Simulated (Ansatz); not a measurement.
Geometry optimisation, Ansatz 0.2.0, RKS B3LYP-D4/cc-pVDZ.

The input (input.yaml):

```yaml
crystal:
  periodic: [false, false, false]
  atoms:
    - { symbol: Si, position_ang: [-1.20467, -0.17389, -0.58728] }
    - { symbol: Si, position_ang: [0.90766, 0.83413, -0.55388] }
    - { symbol: Si, position_ang: [0.29879, -0.66423, 1.13835] }
    - { symbol: H, position_ang: [-1.56688, -1.16977, -1.60027] }
    - { symbol: H, position_ang: [-2.42692, 0.59868, -0.34305] }
    - { symbol: H, position_ang: [1.9359, 0.5024, -1.5446] }
    - { symbol: H, position_ang: [1.06906, 2.26683, -0.28583] }
    - { symbol: H, position_ang: [0.92593, -1.98337, 1.26394] }
    - { symbol: H, position_ang: [0.06114, -0.21078, 2.51262] }
basis:
  gaussian: { orbitals: cc-pVDZ }
hamiltonian:
  xc: b3lyp
  dispersion: d4
relax:
  f_tol: 0.02
  max_steps: 40
scf:
  lower_state_search: "off"
```

Run as:

```bash
$ ansatz run input.yaml --threads 1 --pin off --max-ram 2048MiB --backend cpu --events-out ev --progress --plain --runs-dir out
```

Problem. Where does it end, and by what steps?

Solution. The run converged. After 2 steps the energy has fallen by 0.128 eV; H8 moved furthest, 0.09 Å.

```csv
step,energy less start (eV),largest force component (eV/Å),accepted
0,0.0000,0.520,yes
1,-0.1262,0.044,yes
2,-0.1281,0.015,yes
```

```xyz
9
Properties=species:S:1:pos:R:3
Si -1.212 -0.174 -0.590
Si 0.913 0.840 -0.556
Si 0.300 -0.667 1.146
H -1.489 -1.221 -1.617
H -2.409 0.663 -0.280
H 1.927 0.410 -1.563
H 1.007 2.293 -0.225
H 0.942 -2.014 1.176
H 0.022 -0.129 2.510
```

Whether the end is a true minimum wasn't checked by a vibrational analysis.

Run time: 7.8 s on 1 thread of Arm Neoverse V2, with other jobs on the host, peak memory 0.15 GiB.
